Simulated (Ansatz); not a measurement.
**SiH4+ (doublet): the correlation ladder, cc-pVDZ**

One table from this session's results is given with a row withheld; the runs are named, their logs left out.

Method: cc-pVDZ, core rule «outside noble gas», up to 5 orbitals frozen; program: Ansatz 0.2.0, Gaussian basis.

To be run: UHF; CCSD(T) on ROHF; CCSD(T) on UHF; BCCD(T) on ROHF; CISD; CCSDT(Q) on ROHF; CCSDT(Q) on UHF; CASSCF and MRCISD+Q, 7 electrons in 8 orbitals; CASSCF and NEVPT2, 7 electrons in 8 orbitals.

20 further runs of the same task are left out: 6 for a known fault of the program, 3 that didn't finish, 11 set aside as unsound or not needed.

### The geometry

The geometry is a PBE0/def2-TZVP stationary point (not a proven minimum).

5 atoms, charge 1, spin multiplicity 2.

Atoms are counted from 1 here; the program's logs count them from 0.

Bond lengths: Si1–H2 1.538 Å, Si1–H3 1.538 Å, Si1–H4 1.538 Å, Si1–H5 1.538 Å. Angles: H2–Si1–H3 90.0°, H2–Si1–H4 90.0°, H2–Si1–H5 180.0°, H3–Si1–H4 180.0°, H3–Si1–H5 90.0°, H4–Si1–H5 90.0°.

Geometry (Å):

```xyz
5

Si    0.0000    0.0000    0.0000
H    -0.0112    1.0909    1.0838
H    -0.0168   -1.0838    1.0907
H     0.0168    1.0838   -1.0907
H     0.0112   -1.0909   -1.0838
```

Set-up of the first run:

Input file in.yaml:

```yaml
crystal:
  periodic: [false, false, false]
  atoms:
    - {symbol: Si, position_ang: [0.000000, 0.000000, 0.000000]}
    - {symbol: H, position_ang: [-0.011166, 1.090859, 1.083779]}
    - {symbol: H, position_ang: [-0.016843, -1.083830, 1.090736]}
    - {symbol: H, position_ang: [0.016843, 1.083830, -1.090736]}
    - {symbol: H, position_ang: [0.011166, -1.090859, -1.083779]}
basis:
  gaussian: {orbitals: cc-pVDZ}
total_charge: 1
magnetization: {spin_polarized: true, initial_magnetization: 1}
hamiltonian: {xc: hf}
output: {orbitals: {seedname: orbitals}}
```

The run is started by

```bash
ansatz run in.yaml --threads 1 --pin off --events-out ev --progress --plain --max-ram 2393MiB
```

Among the steps run: UHF; CCSD(T) on ROHF; CCSD(T) on UHF; BCCD(T) on ROHF; CISD; CCSDT(Q) on ROHF; CCSDT(Q) on UHF; CASSCF and MRCISD+Q, 7 electrons in 8 orbitals; CASSCF and NEVPT2, 7 electrons in 8 orbitals.

One table of the session follows, with a row left open; its other results are not shown here.

| method | from UCCSDT(Q) (kJ/mol) |
| --- | --- |
| ROHF | +379.8 |
| UHF | +347.7 |
| RMP2 | +89.6 |
| UMP2 | +91.8 |
| CISD | +26.2 |
| RCCSD | +9.9 |
| UCCSD | +9.4 |
| RCCSD(T) | +2.3 |
| UCCSD(T) | +2.4 |
| BCCD(T) | +2.3 |
| RCCSDT | +0.2 |
| UCCSDT | +0.2 |
| RCCSDT(Q) | 0.0 |
| UCCSDT(Q) | 0 |
| CASSCF valence | +200.8 |
| NEVPT2 valence | ? |
| MRCISD valence | +7.4 |
| MRCISD+Q valence | -0.6 |

Q: Estimate the row for NEVPT2 valence from the others.

As computed: from UCCSDT(Q) (kJ/mol): +53.7. In the column «from UCCSDT(Q) (kJ/mol)» it lies between CISD (+26.2) and RMP2 (+89.6).

Among the levels timed on like hardware and quicker than the yardstick, those that no quicker one beats, quickest first: UCCSD(T) (0.84 s, +2.4 kJ/mol); RCCSD(T) (0.85 s, +2.3 kJ/mol); MRCISD+Q valence (3.1 s, -0.6 kJ/mol).

To keep in mind: Of the multireference levels listed MRCISD+Q valence comes nearest in total energy (-0.6 kJ/mol), which doesn't show that its space is the better one. Restricted and unrestricted rows rest on different reference determinants; where their highest levels disagree by more than a few hundredths of an eV, they describe different states and don't form one ladder.
